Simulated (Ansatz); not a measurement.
BP₂H, triplet: the ladder up to UCCSDT(Q)

Geometry: that of the BP2H, singlet, kept fixed. The singlet lies 1.9 eV lower here.

```xyz
4

P     0.0000   -0.2584    1.0345
B     0.0000    1.2536    0.0000
P     0.0000   -0.2584   -1.0345
H     0.0000    2.4367    0.0000
```

Basis cc-pVDZ; Ansatz 0.2.0. Only valence electrons are correlated (noble-gas cores frozen), which leaves 14 electrons in 44 orbitals. R marks a restricted (for open shells ROHF) determinant, U an unrestricted one. Active spaces: valence = (10e, 11o, short of the full valence) chosen from the atoms' valence shells.

Full CI isn't at hand for all of this; UCCSDT(Q) serves as the reference, and is uncertain by the last step of the cluster series or more. The frozen core follows each run's orbitals, which can shift R against U totals by a few meV.

Unrestricted rows (U) aren't spin-pure: their determinants' ⟨S²⟩ exceeds S(S+1) by up to 0.11, so they mix in states of higher spin. For open shells CISD is restricted-active-space CI with the open shells as a complete middle space.

```
UHF ⟨S²⟩                          : 2.113
T1 diagnostic (RCCSD)             : 0.0264
largest doubles amplitude (RCCSD) : 0.068
T1 diagnostic (UCCSD)             : 0.0277
```

| level | E − E(RHF) (eV) |
| --- | --- |
| UHF | -0.3841 |
| RMP2 | -8.3104 |
| UMP2 | -8.0698 |
| RCCSD | -8.9717 |
| UCCSD | -8.9986 |
| RCCSD(T) | -9.4473 |
| UCCSD(T) | -9.4411 |

Task: Estimate how far UCCSDT(Q) in cc-pVDZ lies from RCCSD(T). The table doesn't fix it; the size of (T) and the diagnostics are the guide.

Result: UCCSDT(Q) in cc-pVDZ lies 7.2 kJ/mol below RCCSD(T), which is 16 % of the (T) step (-45.9 kJ/mol). The diagnostics are small and the rest is a small part of (T), but (T) is large here. The miss exceeds 1 kcal/mol.

The other levels:

```
                   level  E − E(UCCSDT(Q)) (kJ/mol)  share of correlation (%)  wall time
                    CISD                      151.0                     83.56       12 s
                 BCCD(T)                        7.2                     99.22       12 s
                  RCCSDT                        4.5                     99.51          –
                  UCCSDT                        4.0                     99.57          –
               RCCSDT(Q)                        0.3                     99.97    3.9 min
  CASSCF (valence space)                      664.3                     27.70          –
  NEVPT2 (valence space)                      121.9                     86.73       21 s
  MRCISD (valence space)                       79.6                     91.33          –
MRCISD+Q (valence space)                        9.7                     98.95       29 s
```

The correlation energy at UCCSDT(Q), counted from RHF, is -9.522 eV. That run took 81 s on 1 thread of Intel Xeon, shared host.

Times hold each run's SCF and search for its determinant on a shared host, so for small cases they say little of a method's own cost; they ran on 1 thread of Intel Xeon. Some runs computed forces too.

Natural occupations of CASSCF (valence space) about the gap: 1.962 1.956 1.944 1.005 1.004 0.055 0.041 0.025 0.018 0.014; effectively unpaired electrons, Σ n²(2−n)², 2.05.
